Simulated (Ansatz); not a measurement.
# CH3O2: the cost of one run

Program: Ansatz 0.2.0. Level of theory: the levels named in each step. These are calculated values, not measurements.

## (1) Starting point

Bond lengths: O1–C2 1.274 Å, C2–O3 1.396 Å, C2–H4 1.131 Å, C2–H5 1.130 Å, O3–H6 0.968 Å. Angles: O1–C2–O3 118.8°, O1–C2–H4 112.6°, O1–C2–H5 112.7°, O3–C2–H4 105.7°, O3–C2–H5 105.7°, H4–C2–H5 99.3°, C2–O3–H6 108.7°.

Structure file:

```xyz
6

O    -0.7028    0.4710    0.8106
C    -0.3135   -0.3379   -0.0936
O     0.9396   -0.1427   -0.6782
H    -1.0445   -0.4117   -0.9540
H    -0.3268   -1.4147    0.2500
H     1.3472    0.6408   -0.2825
```

## (2) A rough first relaxation, PBE-D4/def2-SVPD

input.yaml

```yaml
crystal:
  periodic: [false, false, false]
  atoms:
    - { symbol: O, position_ang: [-0.70277, 0.47103, 0.81058] }
    - { symbol: C, position_ang: [-0.3135, -0.33786, -0.09363] }
    - { symbol: O, position_ang: [0.93961, -0.14267, -0.67818] }
    - { symbol: H, position_ang: [-1.0445, -0.41173, -0.95401] }
    - { symbol: H, position_ang: [-0.32682, -1.41469, 0.24995] }
    - { symbol: H, position_ang: [1.34722, 0.64077, -0.28253] }
total_charge: -1
basis:
  gaussian: { orbitals: def2-SVPD }
hamiltonian:
  xc: pbe
  dispersion: d4
relax:
  f_tol: 0.03
  max_steps: 200
```

The run is started by

```
> ansatz run input.yaml --threads 4 --pin off --max-ram 10240MiB --backend cpu --events-out ev --progress --plain --runs-dir out
```

**Question.** How long does this run take on 4 threads of Intel Xeon at 2.50GHz (Skylake/Cascade Lake), shared host, and how much memory does it need?

About 7.2 s, with a peak of 0.15 GiB.
